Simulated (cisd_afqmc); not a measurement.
Input (AFQMC/CISD/def2-QZVPP; cisd_afqmc is a phaseless AFQMC code with CISD trial states that reads the integrals written by Ansatz): A basis named .json is the Basis Set Exchange file of that set.

Ansatz 0.2 input:
```python
import cisd_afqmc

open("ham.yaml", "w").write("""\
crystal:
  periodic: [false, false, false]
  atoms:
    - {symbol: Na, position_ang: [-0.00000000, -0.00000000, -1.43481058]}
    - {symbol: Cl, position_ang: [0.00000000, 0.00000000, 0.92840684]}
basis:
  gaussian:
    orbitals: def2-QZVPP.json
magnetization: {spin_polarized: false}
correlation: {method: ccsd, electrons: outside_noble_gas, hamiltonian_folder: ham}
""")
rep = cisd_afqmc.ansatz("ham.yaml")
e_ccsd = rep["correlation"]["coupled_cluster"]["energy"]["hartree"]
out = cisd_afqmc.run("ham", e_ccsd, trial="CISD", walkers=1000, populations=1, threads=12, dt=0.005, steps=40, early=24, settle=10, least=100,
    cut=5e-5, rank_cut=2e-4, target=0.0004, seconds=1000, seed=4, memory=62639, gpu=True)
```

Output:

```
orbitals 118, occupied [4], factors 540 of 767, rank of the doubles 134 of 456
E(HF) = -621.459734
E(CCSD) on the cut factors = -621.698517, shift to the whole factors -0.000008
Energy of the trial state on the determinant = -621.698497
  tau behind 7.2 of longer steps, mean of the populations' last blocks
   2.0  -621.71029
   4.0  -621.70930
   6.0  -621.71042
   8.0  -621.71007
  10.0  -621.71073
  12.0  -621.70994
  14.0  -621.70992
  16.0  -621.71045
  18.0  -621.70973
  20.0  -621.70975
  22.0  -621.70924
blocks 100 (0 outliers left out), error by blocks joined: 1: 0.00009, 2: 0.00011, 4: 0.00013, 8: 0.00014
E(AFQMC/CISD) = -621.70996 +/- 0.00014
```
